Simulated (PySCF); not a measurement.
**Vertical excitation energies**

Species: isobutyric acid, C4H8O2.
Structure used (PBE0-D3(BJ)/def2-TZVP), in Å, numbered top down from 1:
```
atom  x, y, z in Å
C1    -1.4874    0.5061    0.2056
C2    -0.1490    0.0818   -0.3698
C3     0.0637   -1.4296   -0.2640
C4     0.9865    0.7728    0.3413
O5     0.9588    1.1996    1.4639
O6     2.0925    0.8349   -0.4231
H7    -2.2975   -0.0228   -0.3007
H8    -1.6515    1.5786    0.0888
H9    -1.5350    0.2775    1.2714
H10   -0.0836    0.3630   -1.4253
H11    1.0183   -1.7307   -0.6983
H12   -0.7346   -1.9545   -0.7924
H13    0.0428   -1.7461    0.7816
H14    2.7785    1.2482    0.1198
```

Theory: TDDFT CAM-B3LYP/aug-cc-pVTZ, vertical, gas phase, core orbitals frozen in the response (PySCF 2.14.0, density-fitted response routines). The structure is a single PBE0-D3(BJ)/def2-TZVP conformer in the gas phase; no vibrational or solvent corrections.

Problem. Predict the UV-vis stick spectrum at this level.

Solution. 

```json
{"state": "S1", "E (eV)": "5.91", "ν̃ (cm⁻¹)": "47670", "f": "0.0009", "main configurations (H = HOMO, L = LUMO)": "H→L+8 (39%), H→L+5 (34%)"}
{"state": "S2", "E (eV)": "7.12", "ν̃ (cm⁻¹)": "57420", "f": "0.044", "main configurations (H = HOMO, L = LUMO)": "H→L (64%), H→L+1 (17%)"}
{"state": "S3", "E (eV)": "7.87", "ν̃ (cm⁻¹)": "63460", "f": "0.017", "main configurations (H = HOMO, L = LUMO)": "H→L+1 (54%), H→L (16%), H→L+4 (9%)"}
{"state": "S4", "E (eV)": "8.09", "ν̃ (cm⁻¹)": "65270", "f": "0.0013", "main configurations (H = HOMO, L = LUMO)": "H-1→L (52%), H-1→L+1 (26%)"}
{"state": "S5", "E (eV)": "8.10", "ν̃ (cm⁻¹)": "65300", "f": "0.0026", "main configurations (H = HOMO, L = LUMO)": "H→L+2 (65%), H→L+3 (16%)"}
{"state": "S6", "E (eV)": "8.23", "ν̃ (cm⁻¹)": "66390", "f": "0.0054", "main configurations (H = HOMO, L = LUMO)": "H→L+3 (55%), H→L+2 (11%), H→L+5 (11%)"}
{"state": "S7", "E (eV)": "8.60", "ν̃ (cm⁻¹)": "69350", "f": "0.095", "main configurations (H = HOMO, L = LUMO)": "H-1→L+5 (30%), H-1→L+8 (20%), H→L+1 (11%)"}
{"state": "S8", "E (eV)": "8.76", "ν̃ (cm⁻¹)": "70620", "f": "0.0019", "main configurations (H = HOMO, L = LUMO)": "H→L+4 (60%)"}
{"state": "S9", "E (eV)": "8.84", "ν̃ (cm⁻¹)": "71320", "f": "0.037", "main configurations (H = HOMO, L = LUMO)": "H-2→L (40%), H-2→L+5 (11%), H-2→L+8 (10%)"}
{"state": "S10", "E (eV)": "8.90", "ν̃ (cm⁻¹)": "71790", "f": "0.0047", "main configurations (H = HOMO, L = LUMO)": "H→L+6 (54%), H→L+9 (15%)"}
```

Triplets (Tamm–Dancoff): T1 5.41 eV, H→L+8 (40%), H→L+5 (33%); T2 6.31 eV, H-1→L+8 (38%), H-1→L+5 (30%); T3 6.97 eV, H→L (59%), H→L+1 (20%); T4 7.80 eV, H→L+1 (53%), H→L (17%), H→L+4 (10%).

The lowest singlet lies at 5.91 eV (210 nm, ultraviolet) and is very weak; its leading configuration is HOMO→LUMO+8 (39%). The most intense listed level is S7 at 8.60 eV (144 nm, f = 0.095), 2.69 eV above S1. S4/S5 lie within about 0.01 eV of each other. Löwdin shares by element: HOMO oxygen 66%, carbon 24% or more; LUMO hydrogen 63% or more (atoms not listed hold the other 37%). Orbital energies (eV): HOMO-3 -11.45, HOMO-2 -11.24, HOMO-1 -10.81, HOMO -9.54, LUMO 0.18, LUMO+1 0.45, LUMO+2 0.64. Weighted by f, the mean energy of these states is 8.25 eV. The listed states span 2.99 eV, and the widest gap between neighbours is 1.21 eV (S1 to S2). The window holds the lowest 10 singlets.
